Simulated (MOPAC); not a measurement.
MOPAC input (AM1):

```
AM1 FORCE THERMO(298,298) PRECISE LET CHARGE=1 GEO-OK AUX(PRECISION=9) THREADS=1
C2H5O2

C    -0.95932118 1    0.05693872 1    0.01076232 1
O    -0.59555219 1   -1.20885952 1    0.01815079 1
O     0.03495079 1    0.89390130 1   -0.00868986 1
H    -1.99222683 1    0.47307833 1    0.01898004 1
C     1.42131645 1    0.43015194 1   -0.02064521 1
H     1.98112943 1    1.40295295 1   -0.03623806 1
H     1.61109438 1   -0.15846165 1    0.90874530 1
H     1.58933819 1   -0.17559201 1   -0.94319493 1
H    -1.35770793 1   -1.83208454 1    0.03286918 1
```

Task: Which zero-point energy does it print?

Result: 45.76 kcal/mol, from the harmonic wavenumbers of AM1.
